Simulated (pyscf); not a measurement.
F–SiH(F)–F (SMILES F[SiH](F)F) + NH₂• (SMILES [NH2]) → F–Si•(F)–F (SMILES F[Si](F)F) + NH₃ (SMILES N), a hydrogen abstraction (doublet surface; H–Si broken, H–N formed). Single points on ωB97X-D3(BJ)/def2-SVP structures (PySCF, gas phase). Energies in kJ/mol from the separated reactants.

Small-basis levels: PySCF, no dispersion term, spherical d functions. Open shells are spin-unrestricted. 

Question: In single points HF/STO-3G puts the saddle at 106.7 kJ/mol and the reaction energy at +34.5 kJ/mol. Should these be trusted to within a few kcal/mol? Compare with ωB97M-D3(BJ)/def2-TZVP.

Answer: ωB97M-D3(BJ)/def2-TZVP gives ΔE‡ = 30.0 kJ/mol and ΔE = -37.1 kJ/mol. HF/STO-3G lies 76.7 kJ/mol over it in the barrier and 71.6 kJ/mol over it in the reaction energy, so on this step it does not hold to within 12.6 kJ/mol. ωB97M-D3(BJ)/def2-TZVP has limits of its own. On the reactant side the descent ends in a complex, 18.0 kJ/mol under the separated species and 45.4 kJ/mol under the saddle at ωB97X-D3(BJ)/def2-TZVP. On the product side the descent ends in an adduct with a N–Si contact (not fully relaxed), 58.0 kJ/mol under the separated species and 120.4 kJ/mol under the saddle at ωB97X-D3(BJ)/def2-TZVP. One saddle was located; it need not be the lowest between these sides. The angle at the transferred H is 149°.
